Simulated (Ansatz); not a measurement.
**AlO (sextet): from Hartree-Fock to the top rungs, cc-pVTZ**

The task here is to estimate one member of a computed series from the others.

Method: cc-pVTZ, core rule «outside noble gas», up to 6 orbitals frozen; program: Ansatz 0.2.0, Gaussian basis.

The runs, in order: UHF; CCSD(T) on ROHF; CCSD(T) on UHF; BCCD(T) on ROHF; CISD; CCSDT(Q) on ROHF; CCSDT(Q) on UHF.

24 further runs of the same task are left out: 8 for a known fault of the program, 7 that didn't finish, 9 set aside as unsound or not needed.

**The geometry**

The geometry is a PBE0/def2-TZVP stationary point (not a proven minimum) of the parent state, kept for this charge and spin.

2 atoms, charge 0, spin multiplicity 6.

Atoms are counted from 1 here; the program's logs count them from 0.

Bond lengths: Al1–O2 1.784 Å.

Set-up of the first run:

File in.yaml:

```yaml
crystal:
  periodic: [false, false, false]
  atoms:
    - {symbol: Al, position_ang: [0.000000, 0.000000, 0.000000]}
    - {symbol: O, position_ang: [0.000000, 0.000000, 1.784100]}
basis:
  gaussian: {orbitals: cc-pVTZ}
magnetization: {spin_polarized: true, initial_magnetization: 5}
hamiltonian: {xc: hf}
output: {orbitals: {seedname: orbitals}}
```

The run is started by

```console
> ansatz run in.yaml --threads 1 --pin off --events-out ev --progress --plain --max-ram 2393MiB
```

Among the steps run: UHF; CCSD(T) on ROHF; CCSD(T) on UHF; BCCD(T) on ROHF; CISD; CCSDT(Q) on ROHF; CCSDT(Q) on UHF.

One of the session's tables, all rows but one given; the rest of the session is left out.

It belongs to the step «Misses and costs». 

| method | from UCCSDT(Q) (kJ/mol) |
| --- | --- |
| ROHF | +504.6 |
| UHF | +485.8 |
| RMP2 | +70.1 |
| UMP2 | +70.8 |
| CISD | +26.9 |
| RCCSD | +12.8 |
| UCCSD | +12.1 |
| RCCSD(T) | +2.2 |
| UCCSD(T) | +1.8 |
| BCCD(T) | +2.2 |
| RCCSDT | +0.7 |
| UCCSDT | ? |
| RCCSDT(Q) | +0.5 |
| UCCSDT(Q) | 0 |

Q: Estimate the row for UCCSDT from the others.

The run gave: from UCCSDT(Q) (kJ/mol): +0.2. In the column «from UCCSDT(Q) (kJ/mol)» it lies between UCCSDT(Q) (0) and RCCSDT(Q) (+0.5).

To keep in mind: Restricted and unrestricted rows rest on different reference determinants; where their highest levels disagree by more than a few hundredths of an eV, they describe different states and don't form one ladder.
